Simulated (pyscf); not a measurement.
Structures and frequencies: ωB97X-D3(BJ)/def2-SVP in PySCF.

Q: Estimate by transition-state theory the rate constant of `[Cl][Al][Cl]` [doublet] + `[CH4]` → `[Cl][AlH][Cl]` + `[CH3]` [doublet] (doublet surface; C–H broken, Al–H formed) at 298 K, with ωB97M-D3(BJ)/def2-TZVP energies (ideal gas, 1 atm, RRHO with modes under 100 cm⁻¹ raised to 100, one conformer, R ln 2 for chiral ones without a mode under 150 cm⁻¹; no tunnelling).

A: The electronic barrier is 29.2 kcal/mol and the thermal terms add +3.5, so ΔG‡ = 32.7 kcal/mol. With k_BT/h = 6.21e+12 s⁻¹ and RT = 0.592 kcal/mol, and a volume of 4.06e-20 cm³ per molecule at 1 atm, k = 2.7e-31 cm³ molecule⁻¹ s⁻¹. Wigner's tunnelling factor for 652i cm⁻¹ would be 1.41, likely too low at so high a frequency. A shift of 1 kcal/mol in the barrier changes k by a factor 5.4. One saddle was located; it need not be the lowest between these sides. The angle at the transferred H is 180°.
